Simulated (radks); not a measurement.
# O²⁻ held by a Watson sphere

Aim: the size and levels of O²⁻ inside a shell of charge +2 and radius R, which stands for the Madelung well of a crystal, for several R.

Program: radks (a radial shooting solver on a logarithmic mesh, Libxc functionals) version 1. Level of theory: non-relativistic Kohn-Sham, PBE, spin-polarised, spherical densities, point nucleus. These are calculated values, not measurements, unless marked.

### Step 1. The atom as given

```
element       : oxygen (Z = 8)
charge        : -2
electrons     : 10
configuration : [Ne]
```

The outer shells:

O²⁻
```
[He] core
2s [↑↓]
2p [↑↓][↑↓][↑↓]
```

### Step 2. R = 2.17 bohr

Settings of this run:

```text
Z 8
configuration [Ne]
relativity non-relativistic
functional pbe,pbe
spin polarised
nucleus point
watson charge 2 radius 2.17 bohr
response adiabatic LDA kernel
```

Command:

```sh
$ python run_ks.py task.json out
```

All runs below come from this command, one after another.

### Step 3. R = 2.25 bohr

Settings of this run:

```text
Z 8
configuration [Ne]
relativity non-relativistic
functional pbe,pbe
spin polarised
nucleus point
watson charge 2 radius 2.25 bohr
response adiabatic LDA kernel
```

### Step 4. R = 2.36 bohr

Settings of this run:

```text
Z 8
configuration [Ne]
relativity non-relativistic
functional pbe,pbe
spin polarised
nucleus point
watson charge 2 radius 2.36 bohr
response adiabatic LDA kernel
```

### Step 5. R = 2.51 bohr

Settings of this run:

```text
Z 8
configuration [Ne]
relativity non-relativistic
functional pbe,pbe
spin polarised
nucleus point
watson charge 2 radius 2.51 bohr
response adiabatic LDA kernel
```

### Step 6. R = 2.71 bohr

Settings of this run:

```text
Z 8
configuration [Ne]
relativity non-relativistic
functional pbe,pbe
spin polarised
nucleus point
watson charge 2 radius 2.71 bohr
response adiabatic LDA kernel
```

### Step 7. R = 2.88 bohr

Settings of this run:

```text
Z 8
configuration [Ne]
relativity non-relativistic
functional pbe,pbe
spin polarised
nucleus point
watson charge 2 radius 2.88 bohr
response adiabatic LDA kernel
```

### Step 8. R = 3.01 bohr

Settings of this run:

```text
Z 8
configuration [Ne]
relativity non-relativistic
functional pbe,pbe
spin polarised
nucleus point
watson charge 2 radius 3.01 bohr
response adiabatic LDA kernel
```

### Step 9. R = 3.56 bohr

Settings of this run:

```text
Z 8
configuration [Ne]
relativity non-relativistic
functional pbe,pbe
spin polarised
nucleus point
watson charge 2 radius 3.56 bohr
response adiabatic LDA kernel
```

### Step 10. R = 3.93 bohr

Settings of this run:

```text
Z 8
configuration [Ne]
relativity non-relativistic
functional pbe,pbe
spin polarised
nucleus point
watson charge 2 radius 3.93 bohr
response adiabatic LDA kernel
```

**Question.** What will these runs give? Wanted: for each run, R; highest level; its <r>; sum of <r²>; α.

As calculated:

```
R (bohr)  highest level (eV)  its <r> (bohr)  sum of <r²> (bohr²)  α (bohr³)
    2.17              -7.125           1.531                22.89      17.62
    2.25              -6.862           1.549                23.46      19.07
    2.36              -6.516           1.573                24.23      21.25
    2.51              -6.074           1.605                25.29      24.60
    2.71              -5.535           1.647                26.72      29.81
    2.88              -5.121           1.680                27.96      35.02
    3.01              -4.829           1.706                28.91      39.54
    3.56              -3.804           1.808                33.16      65.30
    3.93              -3.272           1.874                36.26      90.63
```

From R = 2.17 to 3.93 bohr the top level moves from -7.125 to -3.272 eV and its mean radius from 1.53 to 1.87 bohr. A wider sphere makes a shallower well, so the ion swells. The polarisability goes from 17.6 to 90.6 bohr³. Response by self-consistent Sternheimer equations with the Hartree and adiabatic LDA kernel. The sphere does not respond.
